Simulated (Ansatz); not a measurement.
Mulliken charges of `CBP` from r2SCAN/def2-TZVPP in Ansatz (PBE0-D4/def2-TZVP geometry).

```json
{"atom": "C1", "x (Å)": "-0.575", "y (Å)": "0.956", "z (Å)": "-0.614", "charge (e)": "-0.213"}
{"atom": "B2", "x (Å)": "0.158", "y (Å)": "-0.406", "z (Å)": "-0.435", "charge (e)": "0.046"}
{"atom": "P3", "x (Å)": "0.199", "y (Å)": "-1.352", "z (Å)": "1.187", "charge (e)": "-0.059"}
{"atom": "H4", "x (Å)": "-1.310", "y (Å)": "0.904", "z (Å)": "-1.426", "charge (e)": "0.072"}
{"atom": "H5", "x (Å)": "0.168", "y (Å)": "1.690", "z (Å)": "-0.954", "charge (e)": "0.069"}
{"atom": "H6", "x (Å)": "-1.059", "y (Å)": "1.355", "z (Å)": "0.278", "charge (e)": "0.051"}
{"atom": "H7", "x (Å)": "0.625", "y (Å)": "-0.963", "z (Å)": "-1.389", "charge (e)": "0.001"}
{"atom": "H8", "x (Å)": "1.498", "y (Å)": "-1.904", "z (Å)": "1.194", "charge (e)": "0.020"}
{"atom": "H9", "x (Å)": "0.383", "y (Å)": "-0.327", "z (Å)": "2.143", "charge (e)": "0.013"}
```

Q: By hand: the dipole of these point charges (1 e Å = 4.8032 D).

A: Σ q r = (0.017, 0.065, -0.063) e Å, of length 0.092 e Å = 0.44 D.

Q: How does the dipole of the full density compare? (An estimate is asked.)

A: Computed: (0.065, 0.187, -0.011) e Å, 0.95 D; the point charges give 0.46 times that, at 40° from its direction.

Point charges leave out the atoms' own dipoles, such as those of lone pairs, and Mulliken's split depends on the basis, so the two needn't agree.
